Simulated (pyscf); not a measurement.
`[GaH]` [singlet] + `[FH]` → `[F][GaH2]`, an insertion (singlet surface; F–H broken, F–Ga, Ga–H formed). PySCF, gas phase, ωB97X-D3(BJ)/def2-SVP geometries. MP2 and CC: frozen core, UHF for open shells. ΔMP2 is the change of the MP2 total energy from the triple- to the quadruple-zeta basis. Energies in eV from the separated reactants.

AM1 to PM7: differences of heats of formation from MOPAC. 

### Question
Quick PM7 single points give ΔE‡ = -0.07 eV and ΔE = -2.90 eV. What does CCSD(T)/def2-TZVPP + ΔMP2(QZVPP) give, and how far is the quick result from it?

### Answer
CCSD(T)/def2-TZVPP + ΔMP2(QZVPP) gives ΔE‡ = 0.89 eV and ΔE = -1.73 eV. PM7 lies 0.96 eV under it in the barrier and 1.17 eV under it in the reaction energy, so on this step it does not hold to within 0.13 eV. At PM7 this geometry lies under one side, so its ΔE‡ may be no barrier of that level. CCSD(T)/def2-TZVPP + ΔMP2(QZVPP) has limits of its own. The same reactants have a lower exit, to F–Ga [singlet] + H₂ (barrier -0.26 eV at ωB97M-D3(BJ), against +0.85 eV here). This is the saddle that the search found; another between the same sides may lie lower. The CCSD(T) − MP2 part came from Ansatz, without density fitting, on the same reference. The frozen core leaves the outer d or s,p core shells of the metals and heavy elements correlated in the MP2 and CC values, and def2-TZVPP describes them poorly, which can shift differences by a few kcal/mol. In the def2 sets elements up to Kr have no core potential.
